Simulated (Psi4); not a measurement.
Psi4 input (wB97X-D/6-31G*):

```
memory 1500 MB

molecule {
0 2
C     0.00870368    0.24236856    1.01481407
C    -0.00086318    0.31258279   -0.29157606
Cl    0.01236969   -0.93835860    2.16987396
Cl   -0.01462855   -1.09299102   -1.31673384
Cl   -0.00050837    1.83548443   -1.10840059
symmetry c1
no_reorient
no_com
}

set {
  basis 6-31G*
  reference uks
  scf_type pk
  dft_radial_points 99
  dft_spherical_points 590
  e_convergence 1e-8
  d_convergence 1e-7
  maxiter 150
}

e = energy('wb97x-d')
print_out(f'\nFINAL {e:.10f} DIPOLE {variable("CURRENT DIPOLE")[0]:.6f} {variable("CURRENT DIPOLE")[1]:.6f} {variable("CURRENT DIPOLE")[2]:.6f}\n')
```

Output:

```
   => Loading Basis Set <=

    Name: 6-31G*
    Role: ORBITAL
    Keyword: BASIS
    atoms 1-2 entry C          line   111 file 6-31gs.gbs
    atoms 3-5 entry CL         line   340 file 6-31gs.gbs

   => WB97X-D: Empirical Dispersion <=

    Chai and Head-Gordon Dispersion Correction
    Chai, J.-D.; Head-Gordon, M. (2010), J. Chem. Phys., 132: 6615-6620

        s6 =       1.000000

         ---------------------------------------------------------
                                   SCF
               by Justin Turney, Rob Parrish, Andy Simmonett
                          and Daniel G. A. Smith
                              UKS Reference
         ---------------------------------------------------------

  ==> Geometry <==

    Molecular point group: c1
    Full point group: C1

    Geometry (in Angstrom), charge = 0, multiplicity = 2:

       Center              X                  Y                   Z               Mass
    ------------   -----------------  -----------------  -----------------  -----------------
         C            0.008703680000     0.242368560000     1.014814070000    12.000000000000
         C           -0.000863180000     0.312582790000    -0.291576060000    12.000000000000
         CL           0.012369690000    -0.938358600000     2.169873960000    34.968852682000
         CL          -0.014628550000    -1.092991020000    -1.316733840000    34.968852682000
         CL          -0.000508370000     1.835484430000    -1.108400590000    34.968852682000

  Running in c1 symmetry.

  Rotational constants: A =      0.12366  B =      0.04994  C =      0.03557 [cm^-1]
  Rotational constants: A =   3707.34386  B =   1497.14350  C =   1066.46926 [MHz]
  Nuclear repulsion =  300.989636808117666

  Charge       = 0
  Multiplicity = 2
  Electrons    = 63
  Nalpha       = 32
  Nbeta        = 31

  ==> Algorithm <==

  SCF Algorithm Type is PK.
  DIIS enabled.
  MOM disabled.
  Fractional occupation disabled.
  Guess Type is SAD.
  Energy threshold   = 1.00e-08
  Density threshold  = 1.00e-07
  Integral threshold = 1.00e-12

  ==> Primary Basis <==

  Basis Set: 6-31G*
    Blend: 6-31G*
    Number of shells: 36
    Number of basis functions: 87
    Number of Cartesian functions: 87
    Spherical Harmonics?: false
    Max angular momentum: 2

  ==> DFT Potential <==

   => LibXC <=

    Version 7.1.2
    S. Lehtola, C. Steigemann, M. J. T. Oliveira, and M. A. L. Marques,  SoftwareX 7, 1–5 (2018) (10.1016/j.softx.2017.11.002)

   => Composite Functional: WB97X-D <=

    wB97X-D Hyb-GGA Exchange-Correlation Functional

    J.-D. Chai and M. Head-Gordon,  Phys. Chem. Chem. Phys. 10, 6615–6620 (2008) (10.1039/B810189B)

    Deriv               =              1
    GGA                 =           TRUE
    Meta                =          FALSE

    Exchange Hybrid     =           TRUE
    MP2 Hybrid          =          FALSE

   => Exchange-Correlation Functionals <=

    1.0000   wB97X-D range-separated functional

   => Exact (HF) Exchange <=

    0.7780            HF,LR [omega = 0.2000]
    0.2220               HF

   => LibXC Density Thresholds  <==

    XC_HYB_GGA_XC_WB97X_D:  1.00E-14

   => Molecular Quadrature <=

    Radial Scheme          =       TREUTLER
    Pruning Scheme         =           NONE
    Nuclear Scheme         =       TREUTLER

    Blocking Scheme        =         OCTREE
    BS radius alpha        =              1
    Pruning alpha          =              1
    Radial Points          =             99
    Spherical Points       =            590
    Total Points           =         264734
    Total Blocks           =           2024
    Max Points             =            256
    Max Functions          =             84
    Weights Tolerance      =       1.00E-15

  ==> Integral Setup <==

  Using in-core PK algorithm.
   Calculation information:
      Number of atoms:                   5
      Number of AO shells:              36
      Number of primitives:            111
      Number of atomic orbitals:        87
      Number of basis functions:        87

      Integral cutoff                 1.00e-12
      Number of threads:                 1

  Performing in-core PK
  Using 21986118 doubles for integral storage.
  We computed 184003 shell quartets total.
  Whereas there are 222111 unique shell quartets.

  Computing range-separated integrals for PK
  We computed 184003 wK shell quartets total.
  Whereas there are 222111 wK unique shell quartets.

  ==> DiskJK: Disk-Based J/K Matrices <==

    J tasked:                  Yes
    K tasked:                  Yes
    wK tasked:                 Yes
    Omega:               2.000E-01
    Schwarz Cutoff:          1E-12


  Cached 100.0% of DFT collocation blocks in 0.510 [GiB].

  Minimum eigenvalue in the overlap matrix is 3.9318855697E-03.
  Reciprocal condition number of the overlap matrix is 6.3649528265E-04.
    Using symmetric orthogonalization.

  ==> Pre-Iterations <==

  SCF Guess: Superposition of Atomic Densities via on-the-fly atomic UHF (no occupation information).

   -------------------------
    Irrep   Nso     Nmo
   -------------------------
     A         87      87
   -------------------------
    Total      87      87
   -------------------------

  ==> Iterations <==

                        Total Energy        Delta E     RMS |[F,P]|

   @UKS iter SAD: -1456.53037917586857   -1.45653e+03   0.00000e+00
   @UKS iter   1: -1456.56072304146619   -3.03439e-02   2.91100e-03 ADIIS/DIIS
   @UKS iter   2: -1456.59171006116298   -3.09870e-02   1.70343e-03 ADIIS/DIIS
   @UKS iter   3: -1456.60107093613465   -9.36087e-03   6.22915e-04 ADIIS/DIIS
   @UKS iter   4: -1456.60292784558305   -1.85691e-03   2.21158e-04 ADIIS/DIIS
   @UKS iter   5: -1456.60340055172151   -4.72706e-04   9.73049e-05 DIIS
   @UKS iter   6: -1456.60351980741007   -1.19256e-04   5.08933e-05 DIIS
   @UKS iter   7: -1456.60357757306042   -5.77657e-05   3.36864e-05 DIIS
   @UKS iter   8: -1456.60361104262529   -3.34696e-05   1.73718e-05 DIIS
   @UKS iter   9: -1456.60362603100134   -1.49884e-05   7.35010e-06 DIIS
   @UKS iter  10: -1456.60362838579226   -2.35479e-06   2.21271e-06 DIIS
   @UKS iter  11: -1456.60362851007631   -1.24284e-07   6.17117e-07 DIIS
   @UKS iter  12: -1456.60362851620835   -6.13204e-09   1.94392e-07 DIIS
   @UKS iter  13: -1456.60362851663649   -4.28145e-10   7.50719e-08 DIIS
  Energy and wave function converged.

  ==> Post-Iterations <==

   Electrons on quadrature grid:
      Nalpha   =   31.9999999402 ; deviation = -5.983e-08
      Nbeta    =   30.9999999365 ; deviation = -6.352e-08
      Ntotal   =   62.9999998767 ; deviation = -1.233e-07

   @Spin Contamination Metric:   1.674132584E-02
   @S^2 Expected:                7.500000000E-01
   @S^2 Observed:                7.667413258E-01
   @S   Expected:                5.000000000E-01
   @S   Observed:                5.000000000E-01

    Orbital Energies [Eh]
    ---------------------

    Alpha Occupied:

       1A   -101.776933     2A   -101.746420     3A   -101.746264
       4A    -10.439025     5A    -10.408711     6A     -9.648289
       7A     -9.618096     8A     -9.617938     9A     -7.397077
      10A     -7.388261    11A     -7.386574    12A     -7.367891
      13A     -7.367454    14A     -7.356579    15A     -7.356440
      16A     -7.356420    17A     -7.356220    18A     -1.054018
      19A     -1.014073    20A     -0.951727    21A     -0.849054
      22A     -0.658793    23A     -0.598474    24A     -0.580167
      25A     -0.530612    26A     -0.489266    27A     -0.471950
      28A     -0.442227    29A     -0.425046    30A     -0.410271
      31A     -0.355280    32A     -0.345414

    Alpha Virtual:

      33A      0.047657    34A      0.063061    35A      0.079560
      36A      0.183068    37A      0.337567    38A      0.366532
      39A      0.398331    40A      0.451241    41A      0.466887
      42A      0.482639    43A      0.489231    44A      0.497687
      45A      0.511622    46A      0.512618    47A      0.557506
      48A      0.562969    49A      0.583990    50A      0.603640
      51A      0.626124    52A      0.691390    53A      0.713554
      54A      0.820887    55A      0.847540    56A      0.879759
      57A      0.885620    58A      0.898327    59A      0.899433
      60A      0.919966    61A      0.933527    62A      0.937026
      63A      0.941710    64A      0.979299    65A      1.030635
      66A      1.089075    67A      1.102797    68A      1.128901
      69A      1.192250    70A      1.209441    71A      1.286560
      72A      1.388213    73A      1.537493    74A      1.666192
      75A      1.799607    76A      1.962185    77A      1.998155
      78A      2.152794    79A      2.249020    80A      2.416443
      81A      2.667775    82A      2.813176    83A      4.041711
      84A      4.146970    85A      4.350970    86A      4.389970
      87A      4.452578

    Beta Occupied:

       1A   -101.775847     2A   -101.746098     3A   -101.745891
       4A    -10.440179     5A    -10.395577     6A     -9.647095
       7A     -9.617759     8A     -9.617530     9A     -7.395954
      10A     -7.385602    11A     -7.385203    12A     -7.366954
      13A     -7.366156    14A     -7.356320    15A     -7.356265
      16A     -7.356081    17A     -7.355980    18A     -1.045280
      19A     -1.008091    20A     -0.949142    21A     -0.831074
      22A     -0.646040    23A     -0.590295    24A     -0.560554
      25A     -0.526149    26A     -0.469537    27A     -0.466290
      28A     -0.437582    29A     -0.425820    30A     -0.408363
      31A     -0.336769

    Beta Virtual:

      32A     -0.058943    33A      0.062925    34A      0.064591
      35A      0.095904    36A      0.190612    37A      0.341446
      38A      0.374750    39A      0.399501    40A      0.457116
      41A      0.471375    42A      0.483891    43A      0.491483
      44A      0.498946    45A      0.512145    46A      0.519626
      47A      0.557972    48A      0.573889    49A      0.604929
      50A      0.612044    51A      0.629682    52A      0.699220
      53A      0.736132    54A      0.828042    55A      0.848786
      56A      0.883854    57A      0.889470    58A      0.905367
      59A      0.906511    60A      0.922915    61A      0.933885
      62A      0.939269    63A      0.943161    64A      0.987050
      65A      1.036983    66A      1.092714    67A      1.109354
      68A      1.139045    69A      1.195186    70A      1.214461
      71A      1.295151    72A      1.396264    73A      1.560482
      74A      1.688482    75A      1.851119    76A      1.989348
      77A      2.016809    78A      2.170932    79A      2.256456
      80A      2.432896    81A      2.699166    82A      2.832888
      83A      4.056840    84A      4.166384    85A      4.355966
      86A      4.395242    87A      4.466849

    Final Occupation by Irrep:
              A
    DOCC [    31 ]
    SOCC [     1 ]
    NA   [    32 ]
    NB   [    31 ]

  @UKS Final Energy: -1456.60362851663649

   => Energetics <=

    Nuclear Repulsion Energy =            300.9896368081176661
    One-Electron Energy =               -2606.8823115961076837
    Two-Electron Energy =                 918.7706343089795382
    DFT Exchange-Correlation Energy =     -69.4806301641187076
    Empirical Dispersion Energy =          -0.0009578735071579
    VV10 Nonlocal Energy =                  0.0000000000000000
    Total Energy =                      -1456.6036285166364905

  UHF NO Occupations:
  HONO-2 :   30  A 1.9990275
  HONO-1 :   31  A 1.9933716
  HONO-0 :   32  A 1.0000000
  LUNO+0 :   33  A 0.0066284
  LUNO+1 :   34  A 0.0009725
  LUNO+2 :   35  A 0.0004086
  LUNO+3 :   36  A 0.0001604

Computation Completed

Properties will be evaluated at   0.000000,   0.000000,   0.000000 [a0]

Properties computed using the SCF density matrix

 Multipole Moments:

 ------------------------------------------------------------------------------------
     Multipole            Electronic (a.u.)      Nuclear  (a.u.)        Total (a.u.)
 ------------------------------------------------------------------------------------

 L = 1.  Multiply by 2.5417464519 to convert [e a0] to [Debye]
 Dipole X            :          0.0017948            0.0000002            0.0017950
 Dipole Y            :         -0.1660391           -0.0000002           -0.1660394
 Dipole Z            :          0.3318157            0.0000001            0.3318158
 Magnitude           :                                                    0.3710445

 ------------------------------------------------------------------------------------

FINAL -1456.6036285166 DIPOLE 0.001795 -0.166039 0.331816

*** Psi4 exiting successfully. Buy a developer a beer!
```
